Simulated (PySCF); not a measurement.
Molecule: `C=COC`, C3H6O.

Geometry:
```csv
atom,x (Å),y (Å),z (Å)
C1,1.366,-0.324,-0.399
C2,0.761,0.779,0.058
O3,-0.528,0.941,0.390
C4,-1.370,-0.170,0.255
H5,0.848,-1.270,-0.561
H6,2.432,-0.285,-0.623
H7,1.311,1.713,0.209
H8,-2.372,0.145,0.572
H9,-1.412,-0.519,-0.792
H10,-1.036,-1.010,0.891
```

Spin–spin couplings on one PBE0-D3(BJ)/def2-SVP geometry, PySCF 2.14.0 with density-fitted response routines, gas phase, non-relativistic, equivalent pairs averaged (without the spin–dipole term); isotopes 1H; basis pcJ-1.

Reference values (Hz): 3J(H7,H6) = 7.0 (measured; solution (compiled); Pretsch, Buehlmann, Badertscher, Structure Determination of Organic Compounds, 4th ed., Springer 2009); 3J(H7,H5) = 14.1 (measured; solution (compiled); Pretsch, Buehlmann, Badertscher, Structure Determination of Organic Compounds, 4th ed., Springer 2009); 2J(H5,H6) = -2.0 (measured; solution (compiled); Pretsch, Buehlmann, Badertscher, Structure Determination of Organic Compounds, 4th ed., Springer 2009).

How do the couplings (Hz) change with the functional? Times are CPU seconds on shared hosts with different chips, so compare them loosely.

Answers


```tsv
functional	functions	3J(H7,H6)	3J(H7,H5)	2J(H5,H6)	mean abs. error	core-s
LDA	168	6.0	11.1	-1.0	1.7	6.9
PBE	168	6.9	14.3	-1.9	0.1	9
KT2	168	8.3	19.1	-3.9	2.7	9
B3LYP	168	8.0	15.7	-2.0	0.9	18
PBE0	168	7.9	15.4	-3.7	1.3	7.3
B97-2	168	7.0	13.8	-2.6	0.3	7
BHandHLYP	168	9.8	18.1	-4.8	3.2	8.7
CAM-B3LYP	168	8.5	15.8	-2.6	1.3	9.7
```

Errors compare magnitudes, without vibrational corrections, and the largest couplings weigh most in the mean. Closest: PBE and B97-2, practically level; furthest: BHandHLYP. Left out for a near triplet instability: HF/pcJ-1.
